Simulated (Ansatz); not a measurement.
## HAlGa⁺, singlet: reading a ladder of total energies

Geometry: that of the HAlGa, doublet, kept fixed.

```xyz
3

Al    0.0000    0.0000    0.3496
Ga    0.0000    0.0000   -2.3209
H     0.0000    0.0000    1.9714
```

Basis 6-31G (Cartesian d functions); Ansatz 0.2.0. Correlated methods freeze the noble-gas cores and the filled d shells of p-block atoms, which leaves 6 electrons in 25 orbitals. R marks a restricted (for open shells ROHF) determinant. No spin–orbit coupling is included, and no scalar relativity.

Full CI is exact within this basis and frozen core; it isn't the basis-set limit.

Runs differ by some tens of microhartree through their thresholds, so steps under 0.03 kcal/mol mean nothing.

| level | total energy (hartree) |
| --- | --- |
| RHF | -2165.138935 |
| RMP2 | -2165.189809 |
| RCCSD | -2165.216394 |
| RCCSD(T) | -2165.217305 |
| RCCSDT | -2165.217697 |
| RCCSDT(Q) | -2165.217789 |
| RCCSDTQ | -2165.217827 |
| full CI | -2165.217829 |

What is the correlation energy at full CI, and what share of it do RMP2 and RCCSD recover?

E(corr) = -2165.217829 − (-2165.138935) = -0.078894 hartree = -2.147 eV. RMP2: -0.050874 / -0.078894 = 64.48 %. RCCSD: -0.077459 / -0.078894 = 98.18 %.

By how many kcal/mol does RCCSD(T) miss full CI (1 hartree = 627.509 kcal/mol), and which steps make up the rest?

-2165.217305 − (-2165.217829) = 0.000524 hartree = 0.33 kcal/mol. Steps: RCCSDT − RCCSD(T) = -0.25, RCCSDT(Q) − RCCSDT = -0.06, RCCSDTQ − RCCSDT(Q) = -0.02, full CI − RCCSDTQ = 0.00 kcal/mol. That is within 1 kcal/mol of the reference in this basis, which itself misses far more of the correlation at the basis-set limit.
